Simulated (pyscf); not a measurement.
A first-order saddle from PySCF, ωB97X-D3(BJ)/def2-SVP:

```xyz
11

F     -0.8456    -1.3662     1.0188
Si    -0.8496     0.2492     1.3854
O     -0.9828     0.8123    -0.1593
Si    -1.0078    -0.0316    -1.6123
H     -2.2192    -0.1437     2.3518
H      0.3218     0.3479     2.2730
H     -1.0571     0.9854    -2.6957
H      0.2210    -0.8578    -1.7582
H     -2.2181    -0.8946    -1.6850
H     -1.3926     1.7171     1.9389
H     -2.0668     0.8439     2.2693
```

Surface: singlet, charge 0. Lowest wavenumbers (cm⁻¹): 1472i, 100, 120, 146, 258.

Task: Which two sides does it connect, and which bonds change?

Result: `[F][SiH2][O][SiH3]` + `[H][H]` ⇌ `[F][SiH2][O][SiH3]` + `[H][H]`, a four-centre exchange read from left to right: H–Si, H–H broken and H–Si, H–H formed. At ωB97M-D3(BJ)/def2-TZVP it lies +59.3 kcal/mol from the left side and +59.3 kcal/mol from the right (each side as separated species at their lowest minima found). At the saddle there is also a short H–Si contact that neither side keeps. The same reactants have a lower exit, to F–SiH₃ + HO–SiH₃ (barrier +52.9 kcal/mol at ωB97M-D3(BJ)/def2-TZVP, against +59.3 kcal/mol here). One saddle was located; it need not be the lowest between these sides.
